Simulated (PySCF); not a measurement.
Ionising NO

PBE0; N aug-cc-pVDZ, O aug-cc-pVDZ; no relativity (PySCF 2.14). Neutral (UKS): doublet (π ↑), Re = 1.148 Å, ωe = 2032 cm⁻¹, De = 6.52 eV, HOMO -6.36 eV, LUMO -2.79 eV.

NO⁺ (UKS): singlet (closed shell), Re = 1.064 Å, ωe = 2526 cm⁻¹, De = 10.72 eV to N + O⁺. The energies at the minima are -129.77442 hartree for NO and -129.41969 for NO⁺.

(1) Work out the adiabatic ionisation energy, without and with harmonic zero-point energies (1 hartree = 27.2114 eV, 1 eV = 8065.5 cm⁻¹), and the change of the bond length.

For an ion De counts to the pair picked by the measured ionisation energies or electron affinities, which need not be the lowest pair at this level. States were picked by a PBE0 search and need not be the measured ground states.

Results:

(1) At PBE0: 0.35473 hartree = 9.653 eV between the minima; the zero-point term (2526.0 − 2032.0)/2 cm⁻¹ = +0.031 eV makes it 9.683 eV. Re changes by -8.4 pm against the neutral. The electron leaves a π orbital, and the shorter bond of the ion fits an antibonding orbital, or a change in how ionic the bond is.
